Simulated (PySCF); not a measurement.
**NO⁺ at PBE**

Computed with PBE; N aug-cc-pVDZ, O aug-cc-pVDZ; no relativity (PySCF 2.14).

| Property | Result |
| --- | --- |
| state | ¹Σ⁺ (singlet), closed shell |
| bond length | 1.080 Å |
| harmonic wavenumber | 2356 cm⁻¹ |
| force constant | 24.4 mdyn/Å |
| rotational constant Be | 1.935 cm⁻¹ |
| anharmonicity ωexe | 14.6 cm⁻¹ |
| vibration–rotation constant αe | 0.0174 cm⁻¹ |
| well depth De to N + O⁺ | 11.82 eV |
| dissociation energy D0 | 11.67 eV |
| HOMO–LUMO gap | 8.35 eV |
| bond order (Mayer) | 2.37 |
| dipole moment (positive dipole points towards O; it is taken about the centre of mass and depends on that origin) | -0.34 D |

For an ion De counts to the pair picked by the measured ionisation energies or electron affinities, which need not be the lowest pair at this level.
